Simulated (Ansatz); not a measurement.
Born–Oppenheimer molecular dynamics of AlH$_{7}$OSi (10 atoms, charge 0, multiplicity 1). It starts at the highest image of a converged band, a first-order saddle point between two minima.

Method: Ansatz, RKS r2SCAN-D4/def2-SVP.

```
ensemble                      : NVE (velocity Verlet)
time step                     : 0.5 fs
steps asked                   : 200
starting velocities drawn for : 300 K
seed                          : 8310
```

First frame:

```xyz
10
Properties=species:S:1:pos:R:3
Al 0.192 0.193 0.116
O -0.199 -0.370 1.857
H -1.090 -0.677 2.083
H 1.714 -0.011 -0.261
H -1.045 0.042 -0.869
Si 0.051 2.651 1.082
H 1.155 3.227 1.910
H 0.340 3.020 -0.351
H -1.238 3.324 1.437
H -0.195 0.897 1.775
```

(1) How far do the bonds stretch over the last three quarters of this one trajectory? (Pairs bonded in most of those frames.)

Answers

(1) 
| bond | mean (Å) | spread (Å) | shortest | longest |
| --- | --- | --- | --- | --- |
| Al1–O2 | 1.723 | 0.046 | 1.65 | 1.79 |
| Al1–H4 | 1.586 | 0.007 | 1.58 | 1.60 |
| Al1–H5 | 1.592 | 0.011 | 1.57 | 1.61 |
| O2–H3 | 0.962 | 0.002 | 0.96 | 0.97 |
| Si6–H7 | 1.489 | 0.024 | 1.45 | 1.53 |
| Si6–H8 | 1.492 | 0.012 | 1.47 | 1.51 |
| Si6–H9 | 1.497 | 0.039 | 1.44 | 1.56 |
| Si6–H10 | 1.518 | 0.092 | 1.38 | 1.65 |

Mean temperature of the second half: 1198 K. The conserved energy stayed within 0.13 meV per atom of its start (net change 0.07 meV per atom), so the integration is sound. The kinetic energy rose, since the run started high on the potential surface and went downhill. It ends in pieces (AlH3O + H4Si), so much of that is their flight and rotation, not heat. A run of 0.1 ps of so small a system gives no equilibrium averages. The orbitals stay closed-shell, which can raise the energy where a bond breaks towards radicals; this wasn't checked here.

Run time: 5.5 min on 2 threads of Intel(R) Xeon(R) 6975P-C (Granite Rapids) (shared host), peak memory 0.15 GiB.
